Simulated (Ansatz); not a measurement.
`Cc1cccs1`, relaxed with RKS PBE-D4/def2-SVP in Ansatz 0.2.0 from a rough embedded geometry. The force threshold is 0.03 eV/Å; the program also tests the step.

Charge 0, multiplicity 1.

Start:

```xyz
12

C    -1.229    1.121    1.140
C    -0.214    0.381    0.291
C    -0.395   -0.807   -0.367
C     0.729   -1.327   -1.029
C     1.784   -0.377   -0.955
S     1.382    0.977    0.036
H    -2.142    0.614    1.221
H    -1.348    2.103    0.720
H    -0.783    1.293    2.193
H    -1.353   -1.370   -0.285
H     0.803   -2.158   -1.617
H     2.767   -0.449   -1.347
```

```
step  energy (eV)  largest force (eV/Å)  largest move (Å)
   1  -16099.0901                 4.016             0.000
   2  -16099.4112                 1.493             0.098
   3  -16099.5081                 0.307             0.069
   4  -16099.5103                 0.127             0.007
   5  -16099.5108                 0.023             0.004
```

End:

```xyz
12

C    -1.193    1.149    1.157
C    -0.223    0.378    0.315
C    -0.405   -0.830   -0.336
C     0.749   -1.272   -1.055
C     1.807   -0.394   -0.948
S     1.395    0.974    0.033
H    -2.155    0.603    1.215
H    -1.401    2.157    0.740
H    -0.824    1.294    2.194
H    -1.355   -1.383   -0.292
H     0.797   -2.206   -1.632
H     2.809   -0.471   -1.390
```

Run time 3.5 s (4 threads of an AMD EPYC 9R45 on a shared host); peak host memory 0.18 GiB.
